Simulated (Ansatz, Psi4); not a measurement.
Molecule: trichloroborane, BCl3 (charge 0, singlet). SMILES: ClB(Cl)Cl
Coordinates optimised at B3LYP-D3(BJ)/def2-TZVP (Ansatz, a quantum-chemistry and plane-wave program):
```xyz
4

B      0.0000     0.0000     0.0000
Cl     0.0051     1.7450    -0.0247
Cl     1.5085    -0.8773    -0.0189
Cl    -1.5136    -0.8677     0.0437
```

Wanted: enthalpy of formation at 298 K, in kcal/mol. Conventions: open shells spin-unrestricted; six Cartesian d functions in 6-31G* and its kin unless marked 5d; dispersion terms only where a functional's name holds one; no spin-orbit coupling; non-relativistic. First-principles rows: single points at B3LYP-D3(BJ) geometries (Ansatz), with unscaled harmonic terms from B3LYP/6-31G* at its own minima, enthalpies of formation by atomisation with measured atoms.

```json
[
 {"species": "ClB(Cl)Cl", "coefficient": "+1", "E at wB97X-D/6-31G* (Psi4), Eh": "-1405.50467", "E at PBE/def2-TZVPD (Ansatz), Eh": "-1405.02323", "H(298 K) - E, kcal/mol": "8.14"},
 {"species": "B atom", "coefficient": "-1", "E at wB97X-D/6-31G* (Psi4), Eh": "-24.64204", "E at PBE/def2-TZVPD (Ansatz), Eh": "-24.61015", "H(298 K) - E, kcal/mol": "-"},
 {"species": "Cl atom", "coefficient": "-3", "E at wB97X-D/6-31G* (Psi4), Eh": "-460.11663", "E at PBE/def2-TZVPD (Ansatz), Eh": "-459.95933", "H(298 K) - E, kcal/mol": "-"}
]
```

The atoms take no thermal term, since their enthalpies of formation at 0 K are used: the result is the sum of coefficient times E, plus the molecule's thermal term, plus number times (enthalpy of formation minus H(298) - H(0)) over the atoms. Measured values of the atoms (G2/97 table in ASE), kcal/mol:

```
atom  number  enthalpy of formation of the gas at 0 K  H(298) - H(0) of the element's standard state
----  ------  ---------------------------------------  ---------------------------------------------
B          1                                   136.20                                           0.29
Cl         3                                    28.59                                           1.10
```

Measured values: G2/97 table in ASE (Curtiss et al.); they hold spin-orbit and core effects, anharmonicity.  Value to compare with, the measured value: -96.3 kcal/mol. 1 Eh = 627.5095 kcal/mol.

**Question.** Work the quantity out at each level, and compare with the measured value.

**Answer.** 
- wB97X-D/6-31G*: the sum of coefficient times E is -0.51274 Eh, or -321.75 kcal/mol; the thermal terms add 8.14; the atoms' measured terms add 218.38. Result: -95.2 kcal/mol. Its error against the measured value is 1.1 kcal/mol.
- PBE/def2-TZVPD: the sum of coefficient times E is -0.53509 Eh, or -335.77 kcal/mol; the thermal terms add 8.14; the atoms' measured terms add 218.38. Result: -109.3 kcal/mol. Its error against the measured value is -13.0 kcal/mol.
